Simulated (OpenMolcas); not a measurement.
# BH2F (SMILES [H]B([H])F): the energy, rung by rung

The species is BH2F (4 atoms), meant as a singlet with charge 0. As SMILES, `[H]B([H])F`. The coordinates come from a GFN2-xTB relaxation.

| atom | x (Å) | y (Å) | z (Å) |
| --- | --- | --- | --- |
| B | 0.0300 | 0.0492 | 0.0006 |
| H | 1.1984 | -0.0340 | 0.0156 |
| H | -0.5783 | 1.0502 | -0.0194 |
| F | -0.6501 | -1.0654 | 0.0032 |

Each level gives the energy change with the B1–F4 bond stretched from 1.306 to 1.959 Å (eV). The values are calculated.

```json
{"level": "HF/STO-3G (restricted)", "kind": "Hartree–Fock", "program": "OpenMolcas", "value (eV)": "5.19", "less FCI/STO-3G": "+1.01", "CPU time (all runs)": "2.6 s"}
{"level": "SVWN5/STO-3G (restricted)", "kind": "LDA", "program": "OpenMolcas", "value (eV)": "4.52", "less FCI/STO-3G": "+0.34", "CPU time (all runs)": "5.9 s"}
{"level": "r2SCAN/STO-3G (restricted)", "kind": "meta-GGA", "program": "OpenMolcas", "value (eV)": "4.43", "less FCI/STO-3G": "+0.25", "CPU time (all runs)": "7.2 s"}
{"level": "B3LYP/STO-3G (restricted)", "kind": "global hybrid", "program": "OpenMolcas", "value (eV)": "4.45", "less FCI/STO-3G": "+0.27", "CPU time (all runs)": "6.8 s"}
{"level": "B2PLYP/STO-3G (restricted)", "kind": "double hybrid", "program": "OpenMolcas", "value (eV)": "4.62", "less FCI/STO-3G": "+0.44", "CPU time (all runs)": "5.8 s"}
{"level": "MRCI(2,2)/STO-3G", "kind": "multireference", "program": "OpenMolcas", "value (eV)": "4.12", "less FCI/STO-3G": "-0.06", "CPU time (all runs)": "3.2 s"}
{"level": "CISD/STO-3G (restricted)", "kind": "coupled cluster or CI", "program": "OpenMolcas", "value (eV)": "4.28", "less FCI/STO-3G": "+0.10", "CPU time (all runs)": "3 s"}
{"level": "FCI/STO-3G", "kind": "exact in the basis", "program": "OpenMolcas", "value (eV)": "4.18", "less FCI/STO-3G": "0.00", "CPU time (all runs)": "7 s"}
```

FCI/STO-3G is exact within its basis and frozen core, so for wave-function methods in that basis the difference is their error; functionals converge differently with the basis, so for them it is only a difference. Spin-restricted single references rise too steeply as a bond breaks, Hartree–Fock most of all. The first shape isn't each level's own minimum. The values span 4.12 to 5.19 eV. All rows use very small basis sets, so even the best lies far from the true value. CPU times are rough (shared hosts, several kinds of processor): they show what a rung costs within a factor of a few.
